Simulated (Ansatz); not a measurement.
A made-up structure of AlNH3S, doublet:

```
6
angstrom
N -1.5075 -0.2723 -0.4859
Al 0.3470 0.3951 -0.5526
S 1.7951 -0.0154 1.3695
H -2.3223 -0.6408 -0.5108
H 0.9539 1.2854 -1.9484
H 0.7338 -0.7520 2.1282
```

It is relaxed with PBE-D4/def2-SVP and then PBE0-D4/def2-TZVP (Ansatz 0.2.0). Atoms count as bonded within 1.22 times the sum of their covalent radii (H–H: 0.88 Å). The end point is not checked to be a true minimum.

Does its bonding change? (A judgement: the text doesn't fix the answer.)

Computed: No: no bond forms or breaks.

Where it ends: The first stage lowers the energy by 1.56 eV in 18 steps. It ends as AlNH₃S ([NH][AlH][SH]):
```xyz
6
angstrom
N -1.4436 0.0289 -0.3040
Al 0.3081 0.3572 -0.4900
S 1.6306 -0.0876 1.1880
H -2.0014 -0.7796 -0.5583
H 0.8645 1.1120 -1.7552
H 0.6418 -0.6309 1.9196
```

Labels in which every atom is bracketed show which atoms are joined, not bond orders.

For scale, one of the runs: PBE0-D4/def2-TZVP relaxation, 123 basis functions, launched by `ansatz run in.yaml --threads 2 --pin off --events-out ev --progress --plain --max-ram 4352MiB`. Hardware: 2 CPU threads of an Arm Neoverse V1, shared host. Wall time about 46 s.
